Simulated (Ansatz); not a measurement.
**H2B–B, singlet: reading a ladder of total energies**

Geometry: a point of a stretch scan, not a stationary point.

```xyz
4

B     0.0000    0.0000    1.0559
B     0.0000    0.0000   -1.3691
H     0.0000    1.0240    1.6795
H     0.0000   -1.0240    1.6795
```

Basis 6-31G; Ansatz 0.2.0. Only valence electrons are correlated (noble-gas cores frozen), which leaves 8 electrons in 20 orbitals. Prefix R: restricted or restricted open-shell reference.

Full CI is exact within this basis and frozen core; it isn't the basis-set limit.

Runs differ by some tens of microhartree through their thresholds, so steps under 0.03 kcal/mol mean nothing.

```csv
level,total energy (hartree)
RHF,-50.285054
RMP2,-50.374205
RCCSD,-50.414386
RCCSD(T),-50.417077
RCCSDT,-50.417845
RCCSDT(Q),-50.418002
RCCSDTQ,-50.418054
full CI,-50.418063
```

Task: What is the correlation energy at full CI, and what share of it do RMP2 and RCCSDT recover?

Result: E(corr) = -50.418063 − (-50.285054) = -0.133009 hartree = -3.619 eV. RMP2: -0.089151 / -0.133009 = 67.03 %. RCCSDT: -0.132791 / -0.133009 = 99.84 %.

Task: By how many kcal/mol does RCCSD(T) miss full CI (1 hartree = 627.509 kcal/mol), and which steps make up the rest?

Result: -50.417077 − (-50.418063) = 0.000986 hartree = 0.62 kcal/mol. Steps: RCCSDT − RCCSD(T) = -0.48, RCCSDT(Q) − RCCSDT = -0.10, RCCSDTQ − RCCSDT(Q) = -0.03, full CI − RCCSDTQ = -0.01 kcal/mol. That is within 1 kcal/mol of the reference in this basis, which itself misses far more of the correlation at the basis-set limit.
